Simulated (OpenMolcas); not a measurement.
## An input for C3HF3 (3,3,3-trifluoroprop-1-yne)

C3HF3: 7 atoms, total charge 0, spin state singlet. As SMILES, `C#CC(F)(F)F`. Geometry: relaxed at PBE0-D4/def2-TZVP.

| atom | x (Å) | y (Å) | z (Å) |
| --- | --- | --- | --- |
| C | 1.2401 | -1.2243 | 0.0569 |
| C | 0.3899 | -0.3849 | 0.0178 |
| C | -0.6495 | 0.6412 | -0.0298 |
| F | -1.8298 | 0.1173 | -0.3684 |
| F | -0.3537 | 1.5868 | -0.9245 |
| F | -0.7950 | 1.2363 | 1.1563 |
| H | 1.9980 | -1.9725 | 0.0916 |

Settings wanted:

| Setting | Value |
| --- | --- |
| method | DFT |
| reference | RKS |
| relativity | none |
| basis set | cc-pVDZ |
| task | gradient |
| functional | BHLYP |
| nucleus | point |
| integration grid | UltraFine |
| SCF convergence threshold | 1e-10 |

Q: Give an OpenMolcas 26.06 job that does this.

A: One that was run (others would do as well):

calc.input:
```
* C3HF3 Kohn-Sham DFT
>>> EXPORT MOLCAS_PRINT=2

&GATEWAY
  BASLIB = $CurrDir
  COORD
  7
  angstrom
  C        1.240120      -1.224310       0.056870
  C        0.389860      -0.384860       0.017830
  C       -0.649470       0.641190      -0.029790
  F       -1.829820       0.117340      -0.368360
  F       -0.353670       1.586810      -0.924540
  F       -0.794980       1.236310       1.156350
  H        1.997970      -1.972480       0.091640
  BASIS = cc-pVDZ
  GROUP = NoSym

&SEWARD
  GRIDINPUT
  Grid=UltraFine
  End of Grid

&SCF
  KSDFT = HYB_GGA_XC_BHANDHLYP
  THRESHOLDS = 1e-10 1e-07 1e-07 1e-05
  PRORBITALS = 1

&ALASKA
```

```bash
$ export MOLCAS_MEM=1860
$ pymolcas calc.input > calc.log
```

(Basis files named in the input come from the Basis Set Exchange and aren't shown.)

Calculated total energy: -414.21330 Eh, largest force 0.372 eV/Å.
